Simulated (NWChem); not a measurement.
C4H8; SMILES C1CCC1

```xyz
12

C      0.7603     0.7603     0.1275
C      0.7603    -0.7603    -0.1275
C     -0.7603    -0.7603     0.1275
C     -0.7603     0.7603    -0.1275
H      0.9933     0.9933     1.1785
H      1.3936     1.3936    -0.5126
H      0.9933    -0.9933    -1.1785
H      1.3936    -1.3936     0.5126
H     -1.3936    -1.3936    -0.5126
H     -0.9933    -0.9933     1.1785
H     -0.9933     0.9933    -1.1785
H     -1.3936     1.3936     0.5126
```
Atoms are numbered in this order, from 1.

Program: NWChem. Medium grid unless said otherwise, to which SCAN and Minnesota functionals are sensitive. The geometry was optimised at PBE0/def2-SVP.

Q: Among these, which level gives the highest value of “highest occupied level (eV)”?
A) PBE0/def2-TZVP
B) PBE/def2-TZVP
C) B3LYP/def2-TZVP
D) CAM-B3LYP/def2-TZVP

A: B, PBE/def2-TZVP. Values: CAM-B3LYP/def2-TZVP -10.01; PBE0/def2-TZVP -8.57; B3LYP/def2-TZVP -8.38; PBE/def2-TZVP -7.23
